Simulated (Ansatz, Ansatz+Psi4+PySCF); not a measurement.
```xyz
3

S     0.0000    0.0000   -0.3416
O     0.0000    1.1504    0.3416
O     0.0000   -1.1504    0.3416
```

Basis set: cc-pVTZ (spherical functions). Frozen core: 7 orbitals. Charge 0, multiplicity 1.

Computed with Ansatz (development build ahead of 0.2.0); each method stands on the lowest determinant of its kind that the runs found. Restricted open shells among the atoms or ions are ROHF, correlated in semicanonical orbitals with singles.

(1) Give the atomization energy at this shape (free ground-state atoms in the same class of orbitals less the molecule, no zero-point energy) of singlet SO2 by RHF-MP2, RHF.

Answers

(1)

```csv
method,atomization energy
RHF-MP2,9.94 eV
RHF,4.32 eV
```

Caution: no unrestricted run beside it, a lower state can exist; the shape is not the minimum.
